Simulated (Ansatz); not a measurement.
**AlC (doublet): wave-function methods side by side at distance Al1–C2 = 5.236 Å, cc-pVDZ**

The task here is to estimate one member of a computed series from the others.

The runs use Ansatz 0.2.0, Gaussian basis; cc-pVDZ, core rule «outside noble gas», up to 6 orbitals frozen.

Plan: UHF; CCSD(T) on UHF; BCCD(T) on ROHF; CISD; CCSDT(Q) on UHF; CASSCF and MRCISD+Q, 3 electrons in 3 orbitals; CASSCF and NEVPT2, 3 electrons in 3 orbitals; CASSCF and MRCISD+Q, 7 electrons in 8 orbitals; CASSCF and NEVPT2, 7 electrons in 8 orbitals; Full CI; Full CI in the symmetry of the determinant.

29 further runs of the same task are left out: 6 for a known fault of the program, 22 that didn't finish, 1 set aside as unsound or not needed.

## The system

The geometry derives from a PBE0/def2-TZVP stationary point (not a proven minimum). One bond is set to the value named and the two fragments are kept rigid.

2 atoms, charge 0, spin multiplicity 2.

Atoms are counted from 1 here; the program's logs count them from 0.

No contacts short enough for the rule that draws bonds.

Geometry (Å):

```
Al    0.00000    0.00000    0.00000
C     0.00000    0.00000    5.23600
```

The first run:

in.yaml reads:

```yaml
crystal:
  periodic: [false, false, false]
  atoms:
    - {symbol: Al, position_ang: [0.000000, 0.000000, 0.000000]}
    - {symbol: C, position_ang: [0.000000, 0.000000, 5.236000]}
basis:
  gaussian: {orbitals: cc-pVDZ}
magnetization: {spin_polarized: true, initial_magnetization: 1}
hamiltonian: {xc: hf}
output: {orbitals: {seedname: orbitals}}
```

Started as:

```sh
$ ansatz run in.yaml --threads 1 --pin off --events-out ev --progress --plain --max-ram 2393MiB
```

Among the steps run: UHF; CCSD(T) on UHF; BCCD(T) on ROHF; CISD; CCSDT(Q) on UHF; CASSCF and MRCISD+Q, 3 electrons in 3 orbitals; CASSCF and NEVPT2, 3 electrons in 3 orbitals; CASSCF and MRCISD+Q, 7 electrons in 8 orbitals; CASSCF and NEVPT2, 7 electrons in 8 orbitals; Full CI; Full CI in the symmetry of the determinant.

One table of the session follows, with a row left open; its other results are not shown here.

| method | from FCI (kJ/mol) |
| --- | --- |
| UHF | +321.5 |
| UMP2 | +105.0 |
| UCCSD | +6.3 |
| UCCSD(T) | ? |
| UCCSDT | +0.1 |
| UCCSDT(Q) | 0.0 |
| CASSCF pair | +341.3 |
| NEVPT2 pair | +101.9 |
| MRCISD pair | +26.0 |
| MRCISD+Q pair | -7.2 |
| CASSCF valence | +229.7 |
| NEVPT2 valence | +61.9 |
| MRCISD valence | +10.9 |
| MRCISD+Q valence | -2.4 |
| FCI | 0 |

Estimate the missing values for UCCSD(T).

The run gave: from FCI (kJ/mol): +2.0. In the column «from FCI (kJ/mol)» it lies between UCCSDT (+0.1) and UCCSD (+6.3).

Among the levels timed on like hardware and quicker than the yardstick, those that no quicker one beats, quickest first: NEVPT2 valence (4.7 s, +61.9 kJ/mol); MRCISD+Q pair (5.5 s, -7.2 kJ/mol); MRCISD+Q valence (6 s, -2.4 kJ/mol); UCCSD(T) (9.5 s, +2.0 kJ/mol); UCCSDT(Q) (29 s, 0.0 kJ/mol).

Not comparable, so not listed: CISD (they don't share determinant, frozen orbitals or solution with the rows shown, or repeat one).

Limits of these values: The determinant is far from a pure spin state, so its energy mixes those of several spin states (harmless only where they are near-degenerate, as at dissociation). The yardstick is full CI for this spin, exact in this basis with these frozen cores. Left out of the table: BCCD(T) (another determinant or state than the rows shown). The program flags UCCSDT(Q) as in doubt, so those rows may rest on another solution; read them beside their warnings. MRCISD+Q pair, MRCISD+Q valence fall below full CI: the +Q correction isn't variational, and the cores differ from full CI's. Of the multireference levels listed MRCISD+Q valence comes nearest in total energy (-2.4 kJ/mol), which doesn't show that its space is the better one. Levels on UHF freeze UHF's core orbitals, full CI those of ROHF, so the U rows can settle a little off it for that reason alone. Warnings in the runs' records: other amplitudes.
